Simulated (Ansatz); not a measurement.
in.yaml

```yaml
crystal:
  periodic: [false, false, false]
  atoms:
    - {symbol: F, position_ang: [0.000000, 0.000000, 0.000000]}
    - {symbol: Be, position_ang: [0.000000, 0.000000, 3.647000]}
basis:
  gaussian: {orbitals: x2c-TZVPPall}
magnetization: {spin_polarized: false, initial_magnetization: 1}
correlation: {method: mp2, electrons: outside_noble_gas}
output: {forces: true}
```

```sh
$ ansatz run in.yaml --threads 1 --pin off --events-out ev --progress --plain --max-ram 2393MiB
```

Log:

```
362 factors; integrals over basis functions are off by at most 1.3e-3 eV
mean field evaluation 1: about -3097.8669 eV, gradient 4.1e1 eV
mean field evaluation 2: about -3097.8675 eV, gradient 4.1e1 eV
mean field evaluation 4: about -3100.5743 eV, gradient 1.7e1 eV
mean field evaluation 8: about -3101.2937 eV, gradient 9.2e-1 eV
mean field evaluation 16: about -3103.5361 eV, gradient 3.8e0 eV
mean field evaluation 32: about -3097.4702 eV, gradient 1.7e-6 eV
mean field evaluation 64: about -3103.9663 eV, gradient 2.5e-1 eV
mean field evaluation 96: about -3103.9754 eV, gradient 2.1e-2 eV
mean field evaluation 128: about -3103.8919 eV, gradient 3.7e0 eV
mean field -3103.97547054 eV, -114.0689945923 hartree, gradient 5.2e-6 eV, S^2 0.750000; 10 other end points of the search recorded, 0 dependent functions left out
mean field evaluation 160: about -3104.1218 eV, gradient 2.2e-1 eV
mean field evaluation 192: about -3104.1207 eV, gradient 4.0e-2 eV
mean field evaluation 224: about -3104.0910 eV, gradient 4.0e-1 eV
mean field evaluation 256: about -3104.1058 eV, gradient 5.7e-2 eV
mean field evaluation 288: about -3104.0983 eV, gradient 6.2e-2 eV
mean field evaluation 320: about -3104.0941 eV, gradient 4.8e-1 eV
mean field evaluation 352: about -3104.1013 eV, gradient 2.8e-2 eV
mean field evaluation 384: about -3102.4052 eV, gradient 2.8e-1 eV
mean field evaluation 416: about -3102.4857 eV, gradient 1.5e-2 eV
mean field evaluation 448: about -3102.4469 eV, gradient 7.6e-1 eV
mean field evaluation 480: about -3102.4572 eV, gradient 1.3e-2 eV
2 core orbitals not correlated: weight in the atoms' cores, before any rotation towards them, 1.000 or more for the frozen orbitals, at most 0.000 for the correlated occupied ones
reference -3103.97547054 eV, -114.0689945923 hartree; 5, 4 occupied and 43, 44 virtual orbitals, 362 factors
second order -6.15517211 eV of doubles, -0.09357649 eV of singles
the calculation of the forces begins
Total energy: -3110.22421915 eV, -114.2986318680 hartree
Relativity: scalar
Atom 0 at     0.000000     0.000000     0.000000 Å, force    -0.000000    -0.000000     0.014494 eV/Å
Atom 1 at     0.000000     0.000000     3.647000 Å, force     0.000000     0.000000    -0.014494 eV/Å
Dipole moment:     0.000000     0.000000     0.028370 e Å
```

Forces (eV/Å):
```
F    0.000  0.000  0.014
Be   0.000  0.000 -0.014
```

Ran on 1 thread of Intel Xeon, shared host: 11 s wall, 0.19 GiB peak host memory.
